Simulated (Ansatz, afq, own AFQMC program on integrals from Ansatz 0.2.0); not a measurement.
# N$_{2}$H, doublet in aug-cc-pVDZ, levels against CCSDT(Q)

```xyz
3

N     0.0000   -0.1292    0.5306
N     0.0000    0.0784   -0.6154
H     0.0000    0.7060    1.1777
```

Connectivity, by distances: NH–N.

Basis aug-cc-pVDZ. Noble-gas cores (and the filled d shells of Ga–Kr and In–Xe) are frozen. Integrals, coupled cluster, full CI and functionals: Ansatz 0.2.0; the random walks run on the same integrals in our own AFQMC program. The CISD trial takes its coefficients from CCSD amplitudes. Released means that phaseless walkers are propagated on without the constraint, phases kept. Free AFQMC starts from the CCSD state and is never constrained. Its projection time is finite, and what remains of the start isn't in its error. Uncertainties: one standard error, sampling alone.

Determinant: UHF, the one that the program's search chose, which needn't be the lowest solution. The geometry is a PBE0/def2-TZVP stationary point of this or a neighbouring charge and spin state.

No full CI on the walks' own integrals is used here; CCSDT(Q) serves as the reference and is uncertain by about the last step of the cluster series.

Cautions: unrestricted determinant slightly spin contaminated (⟨S²⟩ 0.85 against 0.75).

```
T1 diagnostic                               : 0.0395
weight of the determinant in the CISD state : 0.858
⟨S²⟩ of the determinant                     : 0.846
size of the correlated space                : 11 electrons in 53 orbitals
```

```
  level  correlation energy (eV)
    MP2                  -8.1978
   CCSD                  -8.8664
CCSD(T)                  -9.2150
```

(1) Estimate where free-projection AFQMC lies against CCSD(T) on the same integrals.

(1) 58.9 ± 6.5 meV below CCSD(T).

Reference: CCSDT(Q), correlation energy -9.275 eV. The released energy is read at 2.40 1/Eh (meV from the phaseless value at times in 1/Eh: -7 ± 4 at 0.24, -11 ± 5 at 0.51, -12 ± 3 at 0.99, -20 ± 5 at 1.62, -9 ± 3 at 2.40).

| level | E − E(reference) (meV) | share of correlation (%) |
| --- | --- | --- |
| CCSD(T) | 59.5 | 99.36 |
| CCSDT | 37.4 | 99.60 |
| ph-AFQMC/HF | 32.9 ± 26.5 | 99.65 |
| ph-AFQMC/CISD | 16.1 ± 5.4 | 99.83 |
| released AFQMC | 7.6 ± 3.5 | 99.92 |
| free AFQMC | 0.6 ± 6.5 | 99.99 |

Free projections are given only where their last times agree within the noise and don't stop above the reference; a slow remainder of the start can still hide under it. A walk keeps the symmetry of its determinant, which the program's search chose and which needn't be the lowest solution, so a lower state of the same spin and another symmetry isn't excluded. Released energies are given only where the last usable release times agree within the noise; a slower fall can still hide under it.
